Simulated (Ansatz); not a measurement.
C4H3FS, SMILES `Fc1cccs1`, relaxed with RKS PBE-D4/def2-SVP in the Gaussian-basis code of Ansatz from a rough embedded geometry. The force threshold is 0.03 eV/Å; the program also tests the step.

Charge 0, multiplicity 1.

Start:

```xyz
9

F    -0.879    2.135   -1.280
C    -0.394    0.948   -0.794
C    -0.186    0.758    0.542
C     0.220   -0.485    0.834
C     0.455   -1.273   -0.305
S     0.003   -0.419   -1.728
H    -0.448    1.553    1.288
H     0.464   -0.880    1.820
H     0.766   -2.336   -0.377
```

(1) How much energy does the relaxation release, and in how many steps? (An estimate is asked.)

(2) Which bonds change most? (Best estimate.)

(3) Give the relaxed structure. (Estimate.)

Answers

(1) Computed: 31.44 kJ/mol, in 6 steps.

(2) Computed: C3–C4 from 1.340 to 1.432 Å; C2–S6 from 1.703 to 1.748 Å; F1–C2 from 1.371 to 1.332 Å; C4–C5 from 1.405 to 1.379 Å.

(3) The calculation gave: 
```xyz
9

F    -0.855    2.097   -1.374
C    -0.415    0.992   -0.774
C    -0.231    0.792    0.575
C     0.257   -0.528    0.837
C     0.427   -1.285   -0.303
S    -0.004   -0.405   -1.740
H    -0.438    1.562    1.329
H     0.476   -0.908    1.845
H     0.784   -2.318   -0.395
```
